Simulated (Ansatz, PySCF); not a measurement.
Species: C2H6S, charge 0, singlet. C2H6S (SMILES CSC).
B3LYP-D3(BJ)/def2-TZVP minimum from Ansatz (a first-principles code):
```xyz
9

C      0.0016     1.3789    -0.5167
S      0.0002     0.0021     0.6601
C     -0.0019    -1.3822    -0.5079
H      0.0029     2.2993     0.0655
H      0.8930     1.3571    -1.1446
H     -0.8903     1.3593    -1.1440
H     -0.0029    -2.2988     0.0802
H     -0.8938    -1.3644    -1.1353
H      0.8895    -1.3666    -1.1359
```

Wanted: enthalpy of formation at 298 K (by atomisation, with ideal-gas terms from PySCF's Hessian at B3LYP-D3(BJ)/def2-TZVP and the atoms' measured values of the G2/97 table; no spin-orbit terms), in kcal/mol. Radicals and triplets start from unrestricted determinants; spin-orbit coupling is neglected. CBS(X,Y): correlation extrapolated as X^-3, Hartree-Fock from the larger set. A bracket is a step between two methods taken in the basis named. Functionals run without relativity, which enters their misses. Double hybrids freeze cores in their MP2 part. 'core' is core correlation in cc-pwCVTZ (1s frozen past Ne), 'X2C' scalar relativity in cc-pVTZ-DK, both at CCSD(T). Where a partner has so few electrons that a lower coupled-cluster level is exact, that level stands in.

Measured: -8.9 kcal/mol, -37.2 kJ/mol (G2/97 table in ASE (Curtiss et al.)); atomic spin-orbit terms, which the calculations lack, would raise the computed values.

Q: How far off this value is PBE/def2-TZVPD (Ansatz), in which direction, and which of these levels come nearer: r2SCAN/def2-TZVPD, B3LYP/def2-TZVPD, B2PLYP/def2-TZVPD, CCSD(T)/CBS(cc-pV(T+d)Z,cc-pV(Q+d)Z) + core + X2C?

A: PBE gives -17.2 kcal/mol, 8.3 kcal/mol below it. Errors of the others: r2SCAN/def2-TZVPD (Ansatz) -0.2; B3LYP/def2-TZVPD (Ansatz) 5.4; B2PLYP/def2-TZVPD (Ansatz) 11.2; CCSD(T)/CBS(cc-pV(T+d)Z,cc-pV(Q+d)Z) + core + X2C (Ansatz) -2.0; CCSD(T)/CBS(cc-pV(T+d)Z,cc-pV(Q+d)Z) + [CCSDT(Q) - CCSD(T)]/cc-pV(D+d)Z + core + X2C (Ansatz) -2.4 kcal/mol. Nearer than PBE: r2SCAN/def2-TZVPD, B3LYP/def2-TZVPD, CCSD(T)/CBS(cc-pV(T+d)Z,cc-pV(Q+d)Z) + core + X2C, CCSD(T)/CBS(cc-pV(T+d)Z,cc-pV(Q+d)Z) + [CCSDT(Q) - CCSD(T)]/cc-pV(D+d)Z + core + X2C.
